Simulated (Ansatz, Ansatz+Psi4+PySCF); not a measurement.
```xyz
2

C     0.0000    0.0000   -0.5851
F     0.0000    0.0000    0.5851
```

Basis set: cc-pVTZ (spherical functions). Left uncorrelated: 2 orbitals. Correlation on ROHF uses semicanonical orbitals with singles. Charge 0, multiplicity 2.

Computed with Ansatz (development build ahead of 0.2.0); the reference of a correlated method needn't be the lowest determinant of its kind.

(1) Give the atomization energy at this shape (free ground-state atoms in the same class of orbitals less the molecule, no zero-point energy) of doublet CF by UHF-BCCD(T), ROHF-CCSD(T).

Results:

(1)

```json
{"method": "UHF-BCCD(T)", "atomization energy": "500.3 kJ/mol"}
{"method": "ROHF-CCSD(T)", "atomization energy": "500.2 kJ/mol"}
```

Caution: the reference determinant was not shown to be the lowest; the shape is not the minimum.
